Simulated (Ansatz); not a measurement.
**BHO (SMILES B=O): functionals against CCSD(T) at one geometry**

Aim: energy, forces and dipole at a structure displaced at random from a GFN2-xTB minimum, from CCSD(T) and from density functionals.

The runs use Ansatz 0.2.0, Gaussian basis; single points in def2-TZVPP.

Cores are frozen in the correlated methods.

### 1 Starting geometry

SMILES `B=O`, 3 atoms, charge 0, spin multiplicity 1.

Atoms are counted from 1 here; the program's logs count them from 0.

Bond lengths: B1–O2 1.352 Å, B1–H3 1.047 Å. Angles: O2–B1–H3 155.7°.

Geometry (Å):

```xyz
3
BHO
B    -0.0644   -0.0156   -0.0879
O     0.9170    0.4173    0.7345
H    -0.9912   -0.4397   -0.3268
```

### 2 CCSD(T)/def2-TZVPP

run/in.yaml

```yaml
crystal:
  periodic: [false, false, false]
  atoms:
    - {symbol: B, position_ang: [-0.064400, -0.015600, -0.087900]}
    - {symbol: O, position_ang: [0.917000, 0.417300, 0.734500]}
    - {symbol: H, position_ang: [-0.991200, -0.439700, -0.326800]}
basis:
  gaussian: {orbitals: def2-TZVPP}
correlation: {method: ccsd_t}
output: {forces: true}
```

No record of the launch command was kept for these runs.

### 3 PBE0-D4/def2-TZVPP

Changes to run/in.yaml since step 2:

```diff
@@ -8,3 +8,3 @@
   gaussian: {orbitals: def2-TZVPP}
-correlation: {method: ccsd_t}
-output: {forces: true}
+hamiltonian: {xc: pbe0, dispersion: d4}
+output: {forces: true, orbitals: {seedname: orbitals}}
```

### 4 wB97M-V/def2-TZVPP

Changes to run/in.yaml since step 3:

```diff
@@ -8,3 +8,3 @@
   gaussian: {orbitals: def2-TZVPP}
-hamiltonian: {xc: pbe0, dispersion: d4}
-output: {forces: true, orbitals: {seedname: orbitals}}
+hamiltonian: {xc: {name: wB97M-V}}
+output: {forces: true}
```

### 5 r2SCAN-D4/def2-TZVPP

Changes to run/in.yaml since step 4:

```diff
@@ -8,3 +8,3 @@
   gaussian: {orbitals: def2-TZVPP}
-hamiltonian: {xc: {name: wB97M-V}}
+hamiltonian: {xc: r2scan, dispersion: d4}
 output: {forces: true}
```

### 6 PBE-D4/def2-TZVPP

Changes to run/in.yaml since step 5:

```diff
@@ -8,3 +8,3 @@
   gaussian: {orbitals: def2-TZVPP}
-hamiltonian: {xc: r2scan, dispersion: d4}
+hamiltonian: {xc: pbe, dispersion: d4}
 output: {forces: true}
```

### 7 BHLYP-D4/def2-TZVPP

Changes to run/in.yaml since step 6:

```diff
@@ -8,3 +8,3 @@
   gaussian: {orbitals: def2-TZVPP}
-hamiltonian: {xc: pbe, dispersion: d4}
+hamiltonian: {xc: {name: BHLYP}, dispersion: d4}
 output: {forces: true}
```

### 8 revPBE-D4/def2-TZVPP

Changes to run/in.yaml since step 7:

```diff
@@ -8,3 +8,3 @@
   gaussian: {orbitals: def2-TZVPP}
-hamiltonian: {xc: {name: BHLYP}, dispersion: d4}
+hamiltonian: {xc: {name: revPBE}, dispersion: d4}
 output: {forces: true}
```

(Steps that only read results are left out.)

What does the calculation give? Wanted: energy less free atoms, CCSD(T)/def2-TZVPP; RMS force component; RMS force error; HOMO and LUMO, PBE0-D4; T1 diagnostic.

As calculated:

| quantity | value |
| --- | --- |
| energy less free atoms, CCSD(T)/def2-TZVPP | -11.995 eV |
| RMS force component | 5.120 to 6.019 eV/Å over the methods |
| RMS force error | PBE0-D4 0.489, wB97M-V 0.461, r2SCAN-D4 0.260, PBE-D4 0.083, BHLYP-D4 0.893, revPBE-D4 0.166 eV/Å |
| HOMO and LUMO, PBE0-D4 | -9.56 and -1.55 eV |
| T1 diagnostic | 0.030 |

What this shows: Against CCSD(T) the functionals' energies less atoms differ by -0.794 to +0.526 eV, PBE-D4 by -0.794 eV. The reference is not at the basis limit: in triple zeta CCSD(T) underbinds, which counts against methods that bind more; the gaps are no ranking. For forces PBE-D4 does best and BHLYP-D4 worst. Frozen-core CCSD(T) forces in triple zeta carry basis errors of their own, and this is one geometry, so small gaps rank nothing. The T1 diagnostic is large here, over the usual mark for main-group molecules (transition-metal compounds often pass it harmlessly), so CCSD(T) itself may be off.
